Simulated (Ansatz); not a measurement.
## A basis-limit estimate, worked out

The pair of HF (SMILES F, atoms 1–2) and SiNH5 (SMILES [SiH3]N, atoms 3–9), both closed shells, in one local arrangement (a lower one may exist), relaxed at PBE0-D4/def2-TZVP:

F1  (-0.763, -0.448, -3.179)
H2  (-0.290, -0.530, -2.383)
Si3  (-0.233, 0.233, 0.268)
N4  (0.640, 0.104, 1.733)
H5  (-1.591, -0.324, 0.464)
H6  (-0.267, 1.653, -0.150)
H7  (0.375, -0.532, -0.881)
H8  (1.512, 0.591, 1.856)
H9  (0.617, -0.747, 2.272)
(Å)

Both fragments are computed in the basis of the whole pair.

Program: Ansatz 0.2.0. Basis: def2-TZVPPD and def2-QZVPPD. Cores are frozen in the correlated methods.

Energies in eV:

| quantity | pair | first fragment | second fragment |
| --- | --- | --- | --- |
| Hartree–Fock, triple zeta (X = 3) | -12147.64063 | -2722.92477 | -9424.69222 |
| Hartree–Fock, quadruple zeta (X = 4) | -12148.07460 | -2723.03382 | -9425.01698 |
| MP2 correlation, X = 3 | -17.16188 | -7.45615 | -9.63267 |
| MP2 correlation, X = 4 | -18.46635 | -8.11116 | -10.27700 |
| CCSD(T) correlation, X = 3 | -18.58090 | -7.69546 | -10.81014 |

(1) Work out the interaction energy at the basis limit: extrapolate Hartree–Fock as E(X) = E∞ + A exp(−7.88 √X) and the MP2 correlation as E(X) = E∞ + B X^−2.97 (the exponents that Neese and Valeev fitted for def2-TZVPP and QZVPP, reused here for the diffuse sets), then add CCSD(T) − MP2 in triple zeta.

The T1 diagnostic stays at or below 0.011.

Results:

(1) Each step is linear, so take the differences first (pair − first fragment − second fragment): Hartree–Fock -0.02364 (X = 3) and -0.02380 (X = 4); MP2 correlation -0.07306 and -0.07819; CCSD(T) correlation -0.07530.
Two points give E∞ = E(4) + w [E(4) − E(3)], with w = 1/(exp(7.88 (2 − √3)) − 1) = 0.1377 for Hartree–Fock and w = 1/((4/3)^2.97 − 1) = 0.7407 for the correlation.
Hartree–Fock: -0.02380 + 0.1377 × (-0.00016) = -0.0238 eV.
MP2 correlation: -0.07819 + 0.7407 × (-0.00513) = -0.0820 eV.
CCSD(T) − MP2: -0.07530 − (-0.07306) = -0.0022 eV.
Sum: -0.0238 + (-0.0820) + (-0.0022) = -0.1080 eV, or -2.49 kcal/mol. Plain CCSD(T) in triple zeta gives -0.0989 eV, so the larger basis shifts the result by -0.0091 eV.

For scale, one of the runs: CCSD(T)/def2-TZVPPD, 227 basis functions, launched by `ansatz run in.yaml --threads 4 --pin off --events-out ev --progress --plain --max-ram 9574MiB`. Time: 49 s of wall clock on 4 CPU threads of an Arm Neoverse V2; the host was shared. Peak host memory: 3.8 GiB.
